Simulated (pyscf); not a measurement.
This saddle point was located with ωB97X-D3(BJ)/def2-SVP in PySCF.

```xyz
11

N      0.2224     1.5245     0.6465
Al    -0.8280     0.2199    -0.0920
N     -0.0721    -1.0936    -1.0177
N     -2.5893     0.3643     0.0473
H     -0.5385     2.1902     1.5859
H      1.0209     1.2759     1.2387
H      0.9248    -1.1942    -1.1729
H     -0.5699    -1.8126    -1.5312
H     -3.0593     1.0808     0.5896
H     -3.2747    -0.2268    -0.4091
H     -1.0131     2.2431     2.3209
```
Charge 0, spin multiplicity 2.

Surface: doublet, charge 0. Lowest wavenumbers (cm⁻¹): 1059i, 24, 181, 196, 200.

Which two sides does it connect, and which bonds change?

H₂N–Al(NH₂)–NH₂ (SMILES [NH2][Al]([NH2])[NH2]) + H• (SMILES [H]) ⇌ •HN–Al(NH₂)–NH₂ (SMILES [NH][Al]([NH2])[NH2]) + H₂ (SMILES [H][H]), a hydrogen abstraction read from left to right: H–N broken and H–H formed. At ωB97M-D3(BJ)/def2-TZVP it lies +72.2 kJ/mol from the left side and +24.3 kJ/mol from the right (each side as separated species at their lowest minima found). One saddle was located; it need not be the lowest between these sides. The angle at the transferred H is 154°.
